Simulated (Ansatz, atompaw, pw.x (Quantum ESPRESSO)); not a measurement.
## tin (Sn): one change to the PAW (atompaw) potential, in the atom and in the diamond crystal

```
Element                 : tin
Generator               : atompaw 4.2.0.5
Type                    : PAW
Functional              : PBE
Relativity              : scalar-relativistic
Frozen core             : [Kr] 4d10
Valence charge          : 4
Reference configuration : 5s1.75 5p2.25
Partial waves           : 5s (bound): rc 2.40 bohr; 5s channel at -0.3 Ry: rc 2.40 bohr; 5p (bound): rc 2.90 bohr; 5p channel at 0.15 Ry: rc 2.90 bohr; 5d channel at 0.15 Ry: rc 2.85 bohr; 5d channel at 2.9 Ry: rc 2.90 bohr
Local potential         : bessel scheme, radius 2.00 bohr
Core correction         : smooth core density matched at 1.50 bohr
Augmentation charge     : sinc compensation charge, radius 2.75 bohr; PAW radius 2.90 bohr; waves and projectors: custom rrkj vanderbiltortho
```

Change: wave 5d channel at 0.15 Ry: rc 2.85 bohr becomes 5d channel at -0.15 Ry: rc 2.85 bohr.

Cutoffs, loose and tight: the cutoffs (Ry, on a coarse ladder) from which the occupation-weighted sum of valence levels, in a spherical-Bessel basis at the reference potential, stays within 10 and 1 mRy of its value at 400 Ry. They see the waves, projectors and local potential, not the compensation charge or the core.

Crystal test: diamond Sn in pw.x 7.5, no spin, 8³ k-points, Fermi–Dirac smearing 0.01 Ry, cutoffs set for each file from its atomic test. The reference is all-electron LAPW (Ansatz 0.2.0) with the same functional, mesh and smearing; V0 and B0 come from Birch–Murnaghan fits to the pressures at five volumes. Errors are pseudo minus all-electron; Δ is the rms difference of the E(V) curves that follow from these fits, minima aligned, over ±6 % about the mean V0. Mesh and smearing are coarse, so the numbers serve the comparison and aren't converged zero-temperature values; the lattice is a test structure that the element need not adopt.

All-electron: a0 = 6.661 Å (V0 = 36.95 Å³/atom), B0 = 35.1 GPa.

Does the change bring the crystal closer to the all-electron result?

The mean pressure error goes from +0.32 to +0.50 GPa, so the change moves the solid further from the all-electron pressures.

```csv
quantity,base,changed
outcome (atom),generated,generated
"cutoff, loose (atom)",6 Ry,6 Ry
"cutoff, tight (atom)",8 Ry,8 Ry
bound ghosts (atom),none,none
cutoffs in pw.x (Ry),40/400,40/400
a0 (Å),6.680,6.691
a0 error (%),+0.29,+0.45
B0 error (%),-0.8,-1.5
Δ (meV/atom),2.5,3.9
mean pressure error (GPa),+0.32,+0.50
```

Base: The largest radius (2.90 bohr) exceeds half the bond length (2.72 bohr), so the spheres overlap, which is one possible source of error among others. Changed file: The largest radius (2.90 bohr) exceeds half the bond length (2.72 bohr), so the spheres overlap, which is one possible source of error among others. The atomic cutoffs weigh occupied waves only.
